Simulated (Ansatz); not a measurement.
**CaAg₂Ge₂: computed properties**

All numbers below come from DFT PBEsol, scalar-relativistic, plane waves, PAW (Ansatz).

Settings: cutoff 420 eV, Γ-centred mesh 12×12×12 on the computed 5-atom cell, Gaussian smearing of 0.10 eV; no spin polarisation.

The structure is relaxed at this level of theory with its symmetry kept. Whether it is the stable form of this composition wasn't checked.

```
Ca Ag Ge
1.0
    -2.14614    2.14614    5.38332
     2.14614   -2.14614    5.38332
     2.14614    2.14614   -5.38332
Ca Ag Ge
1 2 2
Direct
  0.00000 0.00000 0.00000
  0.75000 0.25000 0.50000
  0.25000 0.75000 0.50000
  0.38844 0.38844 0.00000
  0.61156 0.61156 0.00000
```

* Space group: I4/mmm (No. 139)
* Volume per atom: 19.84 Å³
* Formation energy from the elements' standard states (uncorrected): -0.351 eV/atom
* Kohn–Sham band gap: none (metal)
* Density of states at the Fermi level: 1.37 states/eV per cell
* Löwdin character within 0.5 eV of the Fermi level: Ge 4p 63 %, Ag 4d 11 %, unprojected 15 %
* Bulk modulus: 76 GPa
* Its pressure derivative: 4.8
* Bader charges (e): Ca (1 in the cell) 1.36, Ag (2 in the cell) -0.32, Ge (2 in the cell) -0.36